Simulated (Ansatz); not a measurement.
C₂H₅NS (`N/C=C\S`), charge 0, multiplicity 1.

**Question.** Give a relaxed structure at PBE0-D4/def2-TZVP (Ansatz). (An estimate is asked.)

**Answer.** The calculation gave: 
Z-matrix (Å, degrees):
```
N
C 1 1.363
H 1 1.004 2 117.6
H 1 1.010 2 115.4 3 142.2
C 2 1.341 1 126.2 3 -156.8
H 2 1.086 1 114.9 3 26.3
S 5 1.758 2 121.6 1 6.9
H 5 1.081 2 120.1 1 -176.3
H 7 1.348 5 99.3 2 -88.9
```
This is one stationary point; other conformers may exist.
